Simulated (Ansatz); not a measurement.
Isolated molecules relaxed with PBE0-D4/def2-TZVP in Ansatz; ΔE leaves out vibrations. CCSD(T)/CBS is the MP2 limit (def2-TZVPP, def2-QZVPP) plus CCSD(T) − MP2 in def2-TZVPP, frozen cores. DFT in def2-TZVPP. B3LYP here is the variant with VWN-RPA as its local correlation; programs differ in this. Each species was taken in one conformer, which may not be the lowest.

Reaction (isomerisation): `CCOCF` → `OCCCF`

| level | ΔE (kJ/mol) | difference from CCSD(T)/CBS |
| --- | --- | --- |
| PBE-D4 | 2.7 | 6.6 |
| r2SCAN-D4 | 3.9 | 7.8 |
| PBE0-D4 | -0.2 | 3.7 |
| B3LYP-D4 | 3.3 | 7.2 |
| ωB97X-V | 1.8 | 5.7 |
| ωB97M-V | -0.2 | 3.7 |
| B2PLYP | 2.3 | 6.2 |
| PBE | 3.1 | 7.0 |
| r2SCAN | 4.0 | 7.9 |
| PBE0 | 0.2 | 4.1 |
| B3LYP | 4.0 | 7.9 |
| HF/def2-TZVPP | 4.2 | 8.1 |
| MP2/def2-TZVPP | -2.5 | 1.4 |
| SCS-MP2/def2-TZVPP | -0.9 | 3.0 |
| CCSD/def2-TZVPP | -1.5 | 2.4 |
| CCSD(T)/def2-TZVPP | -0.5 | 3.4 |
| HF/def2-QZVPP | 4.1 | 8.0 |
| MP2/def2-QZVPP | -4.5 | -0.6 |
| SCS-MP2/def2-QZVPP | -3.0 | 0.9 |
| HF/CBS(def2) | 4.0 | 7.9 |
| MP2/CBS(def2) | -5.9 | -2.0 |
| CCSD/CBS(def2) | -4.9 | -1.0 |
| CCSD(T)/CBS | -3.9 | 0 |

Largest T1 diagnostic among the species: 0.011.

In def2-TZVPP, CCSD(T) changes the Hartree–Fock value by −4.6 kJ/mol (the triples alone add +1.0 kJ/mol) and MP2 by −6.7 kJ/mol.
